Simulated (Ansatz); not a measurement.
# Active spaces for C₂H₃, doublet

Calculated in Ansatz's Gaussian-basis code. Basis cc-pVDZ, nonrelativistic, 2 orbitals frozen in the corrections. State-specific CASSCF; RHF is the lowest restricted (open-shell) Hartree–Fock solution met. Solutions may break the symmetry of the shape. Lower solutions, or ones in other orbitals, may exist.

Geometry:

```xyz
5

C     0.0000   -0.0520   -0.5881
C     0.0000   -0.0453    0.7230
H     0.0000    0.6873    1.5306
H     0.0000   -0.9850   -1.1659
H     0.0000    0.8815   -1.1737
```

(1) What do CASSCF and its corrections give against RHF in CAS(3,3), and what are the occupations?

Answers

(1) CASSCF -0.809 eV, SC-NEVPT2 -6.837 eV; occupations 1.91, 1.00, 0.09.
